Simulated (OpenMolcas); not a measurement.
## An input for BSiH5O (SMILES OB[SiH3])

BSiH5O has 8 atoms, charge 0, and is taken as a singlet. SMILES: `OB[SiH3]`. The coordinates come from a GFN2-xTB relaxation. This is one conformer, not always the lowest.

| atom | x (Å) | y (Å) | z (Å) |
| --- | --- | --- | --- |
| O | -1.5421 | 0.4682 | -0.7360 |
| B | -0.2224 | 0.6010 | -0.5974 |
| Si | 0.6566 | -0.6116 | 0.6862 |
| H | -2.0076 | 1.0425 | -1.3475 |
| H | 0.3528 | 1.4274 | -1.2311 |
| H | 0.1877 | -0.4405 | 2.0706 |
| H | 2.1172 | -0.4482 | 0.7639 |
| H | 0.4578 | -2.0388 | 0.3913 |

Settings wanted:

```yaml
method: HF
reference: RHF
relativity: sfX2C
integral_approximation: none
basis_set: ANO-R0
task: energy
nucleus: finite
```

Question: Write the OpenMolcas 26.06 input and the command.

Answer: One that was run (others would do as well):

step1.inp:
```
&gateway
 basisset
 O.ANO-R0....
 O1 -1.542120 0.468240 -0.735970 angstrom
 End of Basis
 basisset
 B.ANO-R0....
 B2 -0.222370 0.600970 -0.597350 angstrom
 End of Basis
 basisset
 Si.ANO-R0....
 Si3 0.656630 -0.611600 0.686170 angstrom
 End of Basis
 basisset
 H.ANO-R0....
 H4 -2.007610 1.042480 -1.347500 angstrom
 H5 0.352830 1.427390 -1.231120 angstrom
 H6 0.187700 -0.440460 2.070560 angstrom
 H7 2.117150 -0.448220 0.763910 angstrom
 H8 0.457790 -2.038800 0.391300 angstrom
 End of Basis
 finite
 rx2c

&seward

&scf
 prorbitals
 1 2
```

```bash
$ export MOLCAS_MEM=1860
$ pymolcas step1.inp > step1.log
```

Calculated total energy: -391.45811 Eh.
